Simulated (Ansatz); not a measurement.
## Basis-set limit of BH4, doublet

```xyz
5

B    -0.1762    0.0000    0.0000
H    -0.7729    1.0336    0.0000
H    -0.7729   -1.0336    0.0000
H     1.1628    0.0000    0.0000
H     2.2728    0.0000    0.0000
```

Ansatz 0.2.0, UHF determinant, valence electrons correlated. Energies in eV.

```json
{"set": "def2-TZVPP", "X": "3", "functions": "87", "Hartree–Fock": "-731.1912", "MP2 correlation": "-3.2998", "CCSD(T) correlation": "-4.0843", "time": "9 s on 1 × NVIDIA H100 80GB HBM3 with 1 thread of AMD EPYC 7R13 Processor (Zen 3), on a shared host"}
{"set": "def2-QZVPP", "X": "4", "functions": "177", "Hartree–Fock": "-731.2425", "MP2 correlation": "-3.4955", "CCSD(T) correlation": "-4.2360", "time": "7.5 s on 1 × NVIDIA H100 80GB HBM3 with 1 thread of AMD EPYC 7R13 Processor (Zen 3) (shared host)"}
```

Hartree–Fock is taken to follow E(X) = E∞ + A·exp(−7.88·√X), correlation E(X) = E∞ + B·X^−2.97.

Work out the CCSD(T) energy at the limit, and how far the shortcut misses it that extrapolates MP2 and adds CCSD(T) minus MP2 from the smaller set.

Hartree–Fock: E∞ = E4 + 0.1377·(E4 − E3) = -731.2495. Correlation: E∞ = E4 + 0.7407·(E4 − E3) = -4.3484 for CCSD(T) and -3.6404 for MP2. The limit is -735.5979 eV, 0.119 eV below def2-QZVPP. The shortcut gives a correlation energy of -3.6404 + (-0.7845) = -4.4249, 76 meV lower than the direct value.
